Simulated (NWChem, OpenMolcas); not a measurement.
**SiO (SMILES O=[Si]): the dipole moment, rung by rung**

SiO: 2 atoms, total charge 0, spin state singlet. As SMILES, `O=[Si]`. The shape is that of a PBE0-D4/def2-TZVP optimisation.

```xyz
2

O    -0.6407    0.2315   -0.3240
Si    0.6407   -0.2315    0.3240
```

Quantity: the dipole moment, in D. The values are calculated.

| level | kind | program | value (D) |
| --- | --- | --- | --- |
| HF/def2-TZVPPD | Hartree–Fock | NWChem | 3.72 |
| BLYP/def2-TZVPPD | GGA | NWChem | 2.98 |
| PBE/def2-TZVPPD | GGA | OpenMolcas | ? |
| revPBE/def2-TZVPPD | GGA | OpenMolcas | ? |
| M06-L/def2-TZVPPD | meta-GGA | OpenMolcas | 2.94 |
| r2SCAN/def2-TZVPPD | meta-GGA | NWChem | 2.94 |
| B3LYP/def2-TZVPPD | global hybrid | NWChem | 3.19 |
| BHLYP/def2-TZVPPD | global hybrid | OpenMolcas | 3.46 |

Question: Estimate what the levels marked ? give.

Answer: As computed at these levels: PBE/def2-TZVPPD: 2.88 D; revPBE/def2-TZVPPD: 2.84 D. The values span 2.84 to 3.72 D.
